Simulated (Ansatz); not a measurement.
B₂H₇, that is [B2H7]- with one electron fewer, relaxed as a doublet with UKS PBE0-D4/def2-TZVPD in Ansatz, starting from the PBE0-D4/def2-TZVPD geometry of the charge -1 singlet. Force threshold 0.02 eV/Å.

The relaxation made no stability test and no search for a lower SCF solution.

Start:

```xyz
9

B    -1.0313    0.1795   -0.4561
H     0.2338    0.4990   -0.3097
B     1.0192   -0.2051    0.4720
H    -1.3714    1.3190   -0.7485
H    -1.0791   -0.5830   -1.4015
H    -1.5768   -0.2247    0.5446
H     0.9636    0.3251    1.5646
H     2.0365    0.0856   -0.1445
H     0.8055   -1.3952    0.4792
```

Task: Estimate the energy that the relaxation releases and the steps that it takes.

Result: 1.59 eV, in 14 steps; 14 s on 4 threads of Arm Neoverse V1 on a shared host. No frequencies were taken in this run, so the end may be a saddle point.

Task: Does the start keep its bonding?

Result: Bonds formed: B1–B3, B1–H9 (atoms count from 1).

Task: Predict the relaxed structure.

Result: 
```
atom   x (Å)   y (Å)   z (Å)
  B1  -0.648  -0.092  -0.402
  H2   0.326   0.873  -0.339
  B3   0.989   0.034   0.403
  H4  -1.438   0.901  -0.277
  H5  -0.673  -0.594  -1.478
  H6  -1.631  -0.378   0.353
  H7   1.082   0.521   1.487
  H8   1.919  -0.380  -0.213
  H9   0.073  -0.885   0.465
```
Bond lengths: 1 × B–B 1.83 Å; 9 × B–H 1.19 to 1.38 Å.
